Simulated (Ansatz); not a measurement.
H2F2, singlet: a pair in one relaxed arrangement.

Input (in.yaml):

```yaml
crystal:
  periodic: [false, false, false]
  atoms:
    - {symbol: F, position_ang: [0.093328, -0.354174, -1.002775]}
    - {symbol: H, position_ang: [-0.048426, 0.443903, -1.445133]}
    - {symbol: F, position_ang: [-0.062874, 0.108666, 1.659794]}
    - {symbol: H, position_ang: [0.018073, -0.198396, 0.788215]}
basis:
  gaussian: {orbitals: "def2-TZVPPD.json"}
hamiltonian: {xc: {name: BLYP}, dispersion: d4}
```

The basis file named in the input lies beside it (Basis Set Exchange, JSON).

Launched with

```bash
ansatz run in.yaml --threads 2 --pin off --events-out ev --progress --plain --max-ram 5222MiB
```

Output of Ansatz 0.2.0:

```
Functional definition: BLYP
  name "BLYP"
  cite "Becke, Phys. Rev. A 38, 3098 (1988) doi:10.1103/PhysRevA.38.3098"
  cite "Lee, Yang & Parr, Phys. Rev. B 37, 785 (1988) doi:10.1103/PhysRevB.37.785"
  parameter beta = 0.0042
  parameter a = 0.04918
  parameter b = 0.132
  parameter c = 0.2533
  parameter d = 0.349
  exchange = b88_x(beta = beta)
  correlation = lyp_c(a = a, b = b, c = c, d = d)
512 factors; their error is unknown
mean field evaluation 1: about -5465.4530 eV, gradient 5.1e1 eV
mean field evaluation 2: about -5453.5476 eV, gradient 1.1e2 eV
mean field evaluation 4: about -5468.8189 eV, gradient 3.6e0 eV
mean field evaluation 8: about -5468.8330 eV, gradient 2.0e-2 eV
mean field -5468.83301181 eV, -200.9759062759 hartree, gradient 2.1e-5 eV, S^2 0.000000; 0 other end points of the search recorded, 0 dependent functions left out
reference -5468.83332056 eV, -200.9759176221 hartree; 10, 10 occupied and 104, 104 virtual orbitals, 512 factors
Total energy: -5468.86165355 eV, -200.9769588404 hartree
```

The lines “mean field evaluation” count trial sets of orbitals through the whole run, from several starts and some on an approximate energy, so they need not fall steadily or lie above the final value.

Hardware: 2 CPU threads of an Intel Xeon 6975P-C, shared host. Wall time about 0.45 s.
